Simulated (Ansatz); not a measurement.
Results of PBEsol (PAW; Ansatz, a first-principles code) for bcc Rb.

Numerical settings: plane-wave cutoff 520 eV, 14×14×14 k mesh, Fermi–Dirac smearing 0.05 eV, scalar-relativistic PAW data made under PBE.

Pressure at four volumes; x = ln(V/86.369 Å³). One pressure is withheld.

| V (Å³/atom) | x | P (GPa) |
|---|---|---|
| 81.187 | -0.0619 | 0.205 |
| 86.369 | 0.0000 | 0.000 |
| 89.824 | 0.0392 | -0.107 |
| 91.551 | 0.0583 | ? |

Problem. Pass a parabola P(x) through the three rows shown, estimate the bulk modulus and its pressure derivative near zero pressure, and predict the withheld pressure.

Solution. Slopes between the rows: (0.000 − (0.205))/(0.0000 − (-0.0619)) = -3.31 and (-0.107 − (0.000))/(0.0392 − (0.0000)) = -2.73 GPa. Their difference over the span 0.1011 is c = 0.58/0.1011 = 5.7 GPa, so P(x) = 0.205 + (-3.31)(x − (-0.0619)) + 5.7 (x − (-0.0619))(x − (0.0000)). At the middle row B = −dP/dx = −[-3.31 + 5.7 × 0.0619] = 3.0 GPa, and B′ = dB/dP = 2c/B = 3.8. At x = 0.0583 the parabola gives -0.153 GPa; the run gives -0.154 GPa. The Birch–Murnaghan fit to the energies at all volumes has B0 = 2.95 GPa and B′ = 3.7.

Measured, for comparison: bulk modulus 2.92 GPa (corrected for temperature and zero-point phonon effects, our sources range from 2.92 to 3.60; as tabulated in Levämäki et al. (2014), arXiv:1402.3671). Computed (rounded) less measured: bulk modulus not scored (sources differ).
